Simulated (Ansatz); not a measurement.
Ansatz (an electronic-structure program) input:

Ansatz 0.2 input:
```yaml
crystal:
  periodic: [false, false, false]
  atoms:
    - {symbol: Si, position_ang: [0.00000000, 0.00000000, 0.00000000]}
    - {symbol: Cl, position_ang: [1.15093841, 1.17921709, 1.18988796]}
    - {symbol: Cl, position_ang: [-1.17036909, -1.19282125, 1.15691797]}
    - {symbol: Cl, position_ang: [1.19576949, -1.15392888, -1.17031150]}
    - {symbol: Cl, position_ang: [-1.17633881, 1.16753303, -1.17649443]}
basis:
  gaussian:
    orbitals: def2-TZVP
hamiltonian:
  xc: b3lyp
  dispersion: d3bj
phonons: {temperatures: {t_min: 298.15, t_max: 298.15, t_step: 100}}
```

**Question.** Predict the final energy.

**Answer.** -2130.65832 Eh (B3LYP-D3(BJ)/def2-TZVP). The basis has 185 functions. The run takes about 120 core-seconds (a rough figure).
